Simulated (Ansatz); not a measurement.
The input, for Ansatz 0.2.0:

```yaml
crystal:
  periodic: [false, false, false]
  atoms:
    - {symbol: C, position_ang: [0.000000, 0.000000, 0.000000]}
    - {symbol: Ga, position_ang: [0.000000, 0.000000, 2.032800]}
basis:
  gaussian: {orbitals: cc-pVDZ}
total_charge: 1
magnetization: {spin_polarized: true, initial_magnetization: 2}
hamiltonian: {xc: hf}
scf: {lower_state_search: full}
output: {forces: true, orbitals: {seedname: orbitals}}
```

```sh
$ ansatz run in.yaml --threads 1 --pin off --events-out ev --progress --plain --max-ram 2393MiB
```

Output:

```
457 factors; integrals over basis functions are off by at most 5.0e-4 eV
mean field evaluation 1: about -53348.8721 eV, gradient 1.7e1 eV
mean field evaluation 2: about -53348.8749 eV, gradient 1.7e1 eV
mean field evaluation 4: about -53351.8164 eV, gradient 2.2e0 eV
mean field evaluation 8: about -53352.0483 eV, gradient 1.1e0 eV
mean field evaluation 16: about -53352.4021 eV, gradient 2.7e-5 eV
mean field evaluation 32: about -53352.3144 eV, gradient 1.1e0 eV
mean field evaluation 64: about -53351.9050 eV, gradient 3.8e-1 eV
mean field evaluation 96: about -53351.9097 eV, gradient 5.5e-1 eV
mean field evaluation 128: about -53350.3710 eV, gradient 9.1e0 eV
mean field evaluation 160: about -53349.7982 eV, gradient 1.8e-5 eV
mean field evaluation 192: about -53351.9021 eV, gradient 1.7e-3 eV
mean field -53352.40211369 eV, -1960.6646141212 hartree, gradient 2.7e-5 eV, S^2 2.589962; 13 other end points of the search recorded, 0 dependent functions left out
the calculation of the forces begins
reference -53352.40211369 eV, -1960.6646141212 hartree; 19, 17 occupied and 22, 24 virtual orbitals, 457 factors
Total energy: -53352.40211369 eV, -1960.6646141212 hartree
Atom 0 at     0.000000     0.000000     0.000000 Å, force     0.000000    -0.000000     0.022536 eV/Å
Atom 1 at     0.000000     0.000000     2.032800 Å, force    -0.000000     0.000000    -0.022536 eV/Å
Dipole moment:     0.000000    -0.000000     0.257280 e Å
```

Forces (eV/Å):
```
C    0.000  0.000  0.023
Ga   0.000  0.000 -0.023
```

Ran on 1 thread of Arm Neoverse V2, shared host: 1.8 s wall, 0.09 GiB peak host memory.
